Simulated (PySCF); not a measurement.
SMILES C=CC1CC1 (C5H8) (GFN2-xTB optimised geometry):

```
13

C     -1.698    -1.337     1.210
C     -0.548    -0.684     1.212
C      0.174    -0.273     0.000
C      1.681    -0.273     0.000
C      0.943     1.024     0.000
H     -2.188    -1.617     0.291
H     -2.195    -1.620     2.122
H     -0.074    -0.415     2.148
H     -0.316    -0.552    -0.925
H      2.188    -0.581    -0.901
H      2.184    -0.574     0.907
H      0.936     1.617    -0.902
H      0.940     1.610     0.906
```

Calculation: PBE0/def2-TZVP in PySCF 2.14.0.

Question: What are the frontier orbital energies and the dipole moment?

Answer: HOMO-2 -9.51 eV, HOMO-1 -8.55 eV, HOMO -6.88 eV, LUMO 0.45 eV, LUMO+1 1.69 eV; dipole moment 0.59 D.

Meta-Löwdin charges at PBE0/def2-TZVP: C1 -0.29, C2 -0.09, C3 -0.10, C4 -0.24, C5 -0.24, H6 0.12, H7 0.12, H8 0.11, H9 0.12, H10 0.13, H11 0.12, H12 0.13, H13 0.12.
